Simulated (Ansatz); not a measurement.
Basis-set extrapolation for `NCSS` (PBE0-D4/def2-TZVP geometry, frozen core, Ansatz 0.2.0). Multiplicity 1, RHF reference.

```
                      def2-TZVPP   def2-QZVPP
                 HF  -890.349127  -890.376585
    MP2 correlation    -0.744096    -0.803390
CCSD(T) correlation    -0.826890      not run
```

Energies in hartree. Use E(X) = E(∞) + A·exp(−7.88·√X) for Hartree–Fock and E(X) = E(∞) + B·X^(−2.97) for correlation, with X = 3 and 4, and add CCSD(T) minus MP2 of the smaller set to the MP2 limit.

Problem. What is the CCSD(T) energy at the basis-set limit?

Solution. HF limit: -890.376585 + (-0.027458) × 0.13774 = -890.38037. MP2 limit: -0.803390 + (-0.059294) × 0.74074 = -0.84731. Higher-order term: -0.826890 − (-0.744096) = -0.08279. Total: -891.31047 hartree, 3.66 eV below CCSD(T)/def2-TZVPP.
